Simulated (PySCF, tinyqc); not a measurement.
A ladder of methods, and size consistency: correlation methods against full CI in the sto-6g basis, for HF, spin multiplicity 1. Computed by the program tinyqc with PySCF. All electrons correlated; +Q is the Davidson correction (1 - c0^2) E_corr. The last columns treat two copies 100 angstrom apart as one system. FCI is the lowest singlet.

Geometry (angstrom):

| atom | x | y | z |
|---|---|---|---|
| F | 0.0000 | 0.0000 | 0.0000 |
| H | 0.0000 | 0.0000 | 1.2070 |

RHF energy of one = -99.449903 hartree

Correlation energies (hartree):

| method | E_corr of one | share of FCI (%) | E_corr of two at 100 angstrom | two minus twice one (mhartree) |
|---|---|---|---|---|
| MP2 | -0.033587 | 59.7326 | -0.067174 | 0.0000 |
| CISD | -0.056229 | 100.0000 | -0.107160 | 5.2973 |
| CISD+Q | -0.059147 | 105.1903 | -0.116797 | 1.4974 |
| CCSD | -0.056229 | 100.0000 | -0.112457 | 0.0000 |
| CCSD(T) | -0.056229 | 100.0000 | -0.112457 | 0.0000 |
| FCI | -0.056229 | 100.0000 | - | - |

What does the comparison show, and why?

MP2 recovers 60 %, CISD 100.0 % and CCSD 100.0 % of the FCI value (c0^2 = 0.948 in CISD). MP2 and coupled cluster are size consistent, so their last column vanishes; CISD loses 5.30 mhartree, since a double excitation on each copy is a quadruple of the pair, and the Davidson correction leaves +1.50. With two electrons, or one virtual orbital, CISD and CCSD are exact for one copy, so +Q overshoots there. The restricted reference is unstable here: a spin-polarised solution lies 0.0001 hartree lower (PySCF), so results built on it describe a poor reference.
